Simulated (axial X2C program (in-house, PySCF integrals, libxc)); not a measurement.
**Low determinants of CCl at the PBE0 level, with spin–orbit coupling**

Computed with an in-house all-electron X2C program for linear molecules (integrals from PySCF). Two-component (2c) means X2C with spin–orbit coupling and atomic mean-field two-electron Coulomb and Gaunt terms. Basis: Cl dyall-av3z [9s8p3d2f], C dyall-v3z [7s6p2d1f] (cores contracted in-house); Gaussian nuclei, density fitting, unrestricted open shells. Masses: Cl 34.969 u, C 12.000 u.

Search at 1.654 Å (vertical energies from the lowest determinant):

```tsv
ΔE (eV)	state	electrons beyond evenly filled partner blocks	electrons in ±ω = 1/2, 3/2, 5/2, 7/2
0.00	Ω = 1/2	ω = 1/2	19 4 0 0
0.02	Ω = 3/2	ω = 3/2	18 5 0 0
3.83	Ω = 1/2	2 × ω = -1/2, ω = 3/2	18 5 0 0
4.31	Ω = 5/2	2 × ω = 1/2, ω = 3/2	18 5 0 0
4.32	Ω = 1/2	ω = 1/2	17 6 0 0
5.30	Ω = 5/2	ω = -1/2, 2 × ω = 3/2	19 4 0 0
```

Lowest determinant, Ω = 1/2 (⟨Sz⟩ = -0.50, ⟨Lz⟩ = 1.00 at PBE0): Re = 1.650 Å, ωe = 889.3 cm⁻¹.

The determinant in row 2 of the search, Ω = 3/2 (⟨Sz⟩ = 0.50, ⟨Lz⟩ = 1.00 at PBE0), was followed along the bond at PBE0; measured from the minimum of the lowest determinant it gives:

Te = 0.019 eV (156 cm⁻¹), Re = 1.651 Å, ωe = 888.3 cm⁻¹.

Question: Compare the bond of the determinant in row 2 with that of the lowest one.

Answer: At PBE0 its Re is 0.001 Å longer and its force constant, which goes as ωe², is 1.00 times that of the lowest determinant. T0 ≈ Te + Δωe/2 = 156 + (0) = 156 cm⁻¹.

The search compares states at one distance, so a state with another bond length can lie lower; it is not exhaustive and yields mostly the lowest determinant of each block pattern, so other components and higher states of one pattern are missing. These are energies of single determinants, not of spin-adapted states; PBE0 term energies can be off by some tenths of an eV, and the functional has no current term.
